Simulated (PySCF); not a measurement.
Gas-phase reaction: 2 SiH2ClNH2 + N2 + 2 Cl → 2 SiH2Cl2 + 2 N2H2

Method: PySCF energies (xtb for GFN2) plus ideal-gas RRHO corrections (1 bar). † marks an energy on the PBE0/def2-TZVP geometry and frequencies; other levels use their own. MP2 freezes the core. 6-31G* has spherical d functions here. Open shells (unrestricted): Cl (multiplicity 2); the rest are closed-shell singlets. GFN2 has no spin-polarisation term. Spin-orbit splitting is ignored; it lowers the true energy and changes the entropy of Cl. B3LYP is the form with VWN-RPA correlation. SiH2ClNH2: computed as isolated molecules; such fragments, hydroxides, amides, oligomers or adducts are transient or little studied in the gas. MP2 isn't extrapolated to the basis-set limit.

| level | ΔH°(298 K), kJ |
|---|---|
| B3LYP/6-31G* | [?] |
| BLYP/def2-TZVP† | -7 |
| GFN2-xTB | -168 |
| HF/def2-TZVP† | 192 |
| MP2/def2-SVP† | 55 |
| MP2/def2-TZVPP† | [?] |
| r2SCAN/def2-TZVP† | [?] |

What belongs in the gaps?


- B3LYP/6-31G*, ΔH°(298 K), kJ: 5
- MP2/def2-TZVPP†, ΔH°(298 K), kJ: 29
- r2SCAN/def2-TZVP†, ΔH°(298 K), kJ: -10
